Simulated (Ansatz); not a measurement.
Compare A (`CC1=CSC1`) with its isomer B (`C=C1SC1C`).

Isolated molecules relaxed with PBE0-D4/def2-TZVP in Ansatz; ΔE leaves out vibrations. CCSD(T)/CBS adds triple-zeta CCSD(T) − MP2 to the extrapolated MP2 energy (def2 sets, frozen cores). DFT in def2-TZVPP.

**Question.** Which isomer does CCSD(T)/CBS put lower? Give the gap. (Best estimate.)

**Answer.** Ansatz gave: A, by 18.9 kJ/mol.

**Question.** Give E(B) − E(A) in kJ/mol with PBE-D4, r2SCAN-D4, HF/def2-TZVPP, PBE0-D4, MP2/def2-TZVPP, CCSD(T)/def2-SVP, CCSD(T)/def2-TZVPP. (Best estimate.)

**Answer.** The calculation gave: PBE-D4 10.3, r2SCAN-D4 6.9, HF/def2-TZVPP 19.7, PBE0-D4 16.1, MP2/def2-TZVPP 14.8, CCSD(T)/def2-SVP 9.9, CCSD(T)/def2-TZVPP 17.3. None reverses the order clearly.

**Question.** Does the order hold for the free energy at 298.15 K (harmonic terms from PBE0-D4)? (Best estimate.)

**Answer.** Computed: Yes: G(B) − G(A) = +17.2 kJ/mol.

Largest T1 diagnostic: 0.012.

Leaving LDA and LC-ωPBE aside and taking each functional with its dispersion term where it has one, the values, not all of them listed here, spread over 16.0 kJ/mol, from BLYP-D4 to PBE-QIDH. LDA lies +7.3 kJ/mol from PBE without D4. From PBE to PBE0 (25 % exact exchange), in def2-TZVPP and without D4, E(B) − E(A) moves by +5.8 kJ/mol.
